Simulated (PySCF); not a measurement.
**Which functional comes closest?**

Molecule: `CCO`, C2H6O.

Atoms are numbered as in `[CH3:1][CH2:2][OH:3]` (H(Xn): hydrogen on atom n).

Geometry PBE0-D3(BJ)/def2-SVP throughout; GIAO in PySCF, gas phase, one conformer, non-relativistic; equivalent atoms averaged; basis pcSseg-2.

Reference values (measured; solution, not stated per compound (mostly CDCl3 or CCl4); Pretsch, Buehlmann, Badertscher, Structure Determination of Organic Compounds, 4th ed. (2009)): δ(C2) = 57.8 ppm, δ(C1) = 18.2 ppm, δ(H(C2)) = 3.71 ppm, δ(H(C1)) = 1.24 ppm. Computed shifts are taken against TMS, calculated as an isolated molecule at each level.

Task: How do the functionals HF, LDA, PBE, BLYP, BP86, OPBE, KT2, KT3, B97-D, B3LYP, PBE0, mPW1PW91, WP04, B97-2, BHandHLYP, CAM-B3LYP, wB97X-D, LC-wPBE perform against the reference? Times are CPU seconds on shared hosts with different chips, so compare them loosely.

Result: 
```tsv
functional	kind	C2	C1	H(C2)	H(C1)	mean abs. error C	mean abs. error H	core-s
HF	Hartree–Fock	56.4	22.4	3.30	1.16	2.8	0.25	4.3
LDA	LDA	66.1	22.1	3.88	1.12	6.1	0.14	12
PBE	GGA	66.0	23.1	3.80	1.13	6.6	0.10	14
BLYP	GGA	67.4	24.0	3.83	1.19	7.7	0.09	14
BP86	GGA	65.7	23.0	3.78	1.13	6.4	0.09	15
OPBE	GGA	64.0	22.3	3.73	1.09	5.2	0.08	15
KT2	GGA	64.6	22.8	3.76	1.13	5.7	0.08	15
KT3	GGA	64.7	23.1	3.74	1.14	5.9	0.07	15
B97-D	GGA	65.5	23.3	3.78	1.16	6.4	0.07	15
B3LYP	global hybrid	64.7	23.4	3.68	1.17	6.1	0.05	9.4
PBE0	global hybrid	62.9	22.5	3.62	1.12	4.7	0.10	9.4
mPW1PW91	global hybrid	63.0	22.6	3.60	1.12	4.8	0.11	9.4
WP04	global hybrid	65.1	23.0	3.47	1.12	6.0	0.18	15
B97-2	global hybrid	62.9	22.7	3.61	1.13	4.8	0.11	15
BHandHLYP	global hybrid	61.4	22.9	3.51	1.17	4.2	0.14	14
CAM-B3LYP	range-separated hybrid	63.5	23.1	3.65	1.18	5.3	0.06	18
wB97X-D	range-separated hybrid	62.4	22.6	3.57	1.13	4.5	0.13	13
LC-wPBE	range-separated hybrid	61.5	22.1	3.55	1.13	3.8	0.14	27
```

For 13C the closest is HF (2.8 ppm) and the furthest BLYP (7.7 ppm).

For 1H the closest is B3LYP (0.05 ppm, with CAM-B3LYP, KT3, B97-D practically level) and the furthest HF (0.25 ppm). One molecule is a small sample, and vibrational and solvent effects are absent from the calculation.
